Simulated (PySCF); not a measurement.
1-chloro-1-fluoroethane, C₂H₄ClF, SMILES C[C@@H](F)Cl, point group C1.

Force field and properties: LDA/def2-SVP (PySCF, grid level 2). Vibrational terms come from second-order perturbation theory with semi-diagonal cubic constants, by steps of ±0.6 along the normal coordinates of each isotopologue. The parent has the commonest isotopes.

Equilibrium geometry (Å):

```
atom        x        y        z
  C1  -0.7876   0.0387  -0.1025
  C2   0.6748  -0.1426   0.1356
  F3   1.1831  -1.0307  -0.7434
 Cl4   1.5291   1.4178  -0.0478
  H5  -0.9458   0.4238  -1.1312
  H6  -1.3069  -0.9373   0.0028
  H7  -1.2185   0.7595   0.6203
  H8   0.9080  -0.4915   1.1679
```

An isotope shift is δ(isotopologue) − δ(parent), that is, the negative of the change in the averaged GIAO shielding; n counts bonds from the nearest label (0: the labelled atom itself). These are computed values; those of heavy atoms are rounded to 5 ppb, about the numerical noise. One-bond deuterium shifts of ¹³C at such levels come out too large, by a quarter to a half.

What isotope shifts arise with ²H at 8?


```tsv
nucleus	n	0 K (ppb)	250 K (ppb)
H8	0	-136	-134
C2	1	-380	-370
C1	2	-160	-155
F3	2	-960	-940
Cl4	2	-1885	-1810
H5	3	-6	-6
H6	3	-8	-8
H7	3	-9	-8
```

Internal rotors are held in one well.
